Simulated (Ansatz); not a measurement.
```yaml
crystal:
  periodic: [false, false, false]
  atoms:
    - {symbol: O, position_ang: [0.000000, 0.000000, 0.000000]}
    - {symbol: F, position_ang: [0.000000, 0.000000, 1.143900]}
basis:
  gaussian: {orbitals: def2-TZVP}
magnetization: {spin_polarized: true, initial_magnetization: 3}
hamiltonian: {xc: pbe0}
relax: {f_tol: 0.004, max_steps: 80}
```

```sh
$ ansatz run in.yaml --threads 1 --pin off --events-out ev --progress --plain --max-ram 2176MiB
```

Steps of the relaxation (energy above the last step; positions in Å, forces in eV/Å):

```
2
step 1, 7907.0 meV
O     0.000    0.000    0.000    0.000    0.000  -40.647
F     0.000    0.000    1.144    0.000    0.000   40.647
```

```
2
step 2, 654.2 meV
O     0.000    0.000   -0.171    0.000    0.000   -6.796
F     0.000    0.000    1.315    0.000    0.000    6.796
```

```
2
step 3, 136.8 meV
O     0.000    0.000   -0.231    0.000    0.000   -2.381
F     0.000    0.000    1.374    0.000    0.000    2.381
```

```
2
step 7, 0.0 meV
O     0.000    0.000   -0.299    0.000    0.000    0.000
F     0.000    0.000    1.443    0.000    0.000    0.000
```

Close pairs at the end: .

A stationary point of unrestricted PBE0 after 7 steps, with ⟨S²⟩ = 3.761 against 3.75 for a pure state. 8 s on 1 thread of Arm Neoverse V1, shared host.
